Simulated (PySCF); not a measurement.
```xyz
3
charge 0 multiplicity 2, angstrom
B     0.0000    0.0000   -1.1332
N     0.5828    0.0000    0.4454
N    -0.5828    0.0000    0.4454
```

Level of theory: UPBE0/[B def2-TZVP, N def2-TZVP], no relativity, density fitting, PySCF.

This geometry of BN₂ is a stationary point at this level.

What is the point group?

C2v.

Is it a minimum?

Yes: all harmonic wavenumbers are real.

Which band is strongest in the infrared?

610 cm⁻¹ (a1), 148 km/mol.

What are the dipole moment and the gap between the highest occupied and lowest empty levels of either spin?

1.60 D and 3.50 eV.

This need not be the most stable arrangement of these atoms. At this level a quartet minimum of C∞v symmetry lies 50 kJ/mol below this structure.
